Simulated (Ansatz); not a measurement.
# CH₈OSi: search for a transition state

Aim: find the saddle point of a four-centre ligand exchange that is to form Si1–O7, C2–H6 and break Si1–C2, H6–O7, prove it by its vibrations, and relax downhill on both sides to see what it joins.

Method: PBE0-D4, def2-SVP first, then def2-TZVP; program: Ansatz 0.2.0, Gaussian basis.

31 further runs of the same task are left out: 31 set aside as unsound or not needed.

## 1. Where the work starts

The guess: 11 atoms, charge 0, spin multiplicity 1.

Atoms are counted from 1 here; the program's logs count them from 0.

Bond lengths: Si1–H3 1.460 Å, Si1–H4 1.490 Å, Si1–H5 1.452 Å, C2–H8 1.085 Å, C2–H9 1.096 Å, C2–H10 1.085 Å, O7–H11 0.955 Å. Angles: H3–Si1–H4 101.1°, H3–Si1–H5 127.4°, H4–Si1–H5 100.3°, H8–C2–H9 103.5°, H8–C2–H10 107.1°, H9–C2–H10 108.9°.

Coordinates:

```xyz
11
charge 0, multiplicity 1
Si   -0.78530    0.74260   -0.11420
C     0.41880   -0.77610    0.87150
H    -1.65370    0.11990   -1.10910
H    -1.71150    0.84570    1.04900
H    -0.24410    2.09030   -0.13640
H     0.83690   -0.30640   -0.37730
O     0.79470    0.43180   -1.41580
H    -0.39460   -1.13880    1.49040
H     0.86150   -1.69350    0.46760
H     1.13650   -0.30200    1.53340
H     0.74060   -0.01360   -2.25930
```

Distances that are to change: Si1–O7 2.07 Å, C2–H6 1.40 Å, Si1–C2 2.17 Å, H6–O7 1.27 Å.

## 2. Constrained relaxation of the guess

File hold/in.yaml:

```yaml
crystal:
  periodic: [false, false, false]
  atoms:
    - {symbol: Si, position_ang: [-0.785300, 0.742600, -0.114200]}
    - {symbol: C, position_ang: [0.418800, -0.776100, 0.871500]}
    - {symbol: H, position_ang: [-1.653700, 0.119900, -1.109100]}
    - {symbol: H, position_ang: [-1.711500, 0.845700, 1.049000]}
    - {symbol: H, position_ang: [-0.244100, 2.090300, -0.136400]}
    - {symbol: H, position_ang: [0.836900, -0.306400, -0.377300]}
    - {symbol: O, position_ang: [0.794700, 0.431800, -1.415800]}
    - {symbol: H, position_ang: [-0.394600, -1.138800, 1.490400]}
    - {symbol: H, position_ang: [0.861500, -1.693500, 0.467600]}
    - {symbol: H, position_ang: [1.136500, -0.302000, 1.533400]}
    - {symbol: H, position_ang: [0.740600, -0.013600, -2.259300]}
basis:
  gaussian: {orbitals: def2-SVP}
hamiltonian: {xc: pbe0, dispersion: d4}
relax: {f_tol: 0.08, max_steps: 120, escape_saddle: false, constraints: [{distance: [0, 6]}, {distance: [1, 5]}, {distance: [0, 1]}, {distance: [5, 6]}]}
```

No record of the launch command was kept for these runs.

The runs that follow: Saddle search in the small basis; Saddle search in triple zeta; Checking the order of the point; Relaxing after a step of 0.30 Å one way along the mode; Relaxing after a step of 0.30 Å the other way along the mode.

What does the calculation give? Wanted: imaginary mode; barrier from the start side; barrier from the end side; energy of the step; pairs that change; zero-point energy at the saddle.

As calculated:

| quantity | value |
| --- | --- |
| imaginary mode | 1301i cm⁻¹ |
| barrier from the start side | 45.8 kcal/mol |
| barrier from the end side | 65.0 kcal/mol |
| energy of the step | -19.2 kcal/mol |
| pairs that change | Si1–O7 formed, C2–H6 formed, Si1–C2 broken, H6–O7 broken |
| zero-point energy at the saddle | 2.227 eV |

In words: The point has a single imaginary mode (1301i cm⁻¹), as a transition state must. The two relaxations end on the structures that were planned. At PBE0-D4/def2-TZVP the electronic barrier is 45.8 kcal/mol, about 77 kT at 298 K, and the step runs 19.2 kcal/mol downhill. With so stiff a mode tunnelling counts: Wigner's rough correction is a factor of 2.6 at 298 K. A step off the saddle overshot and began above it in energy, so the link to its end is likely but not proven. Lower complexes than these ends may exist.
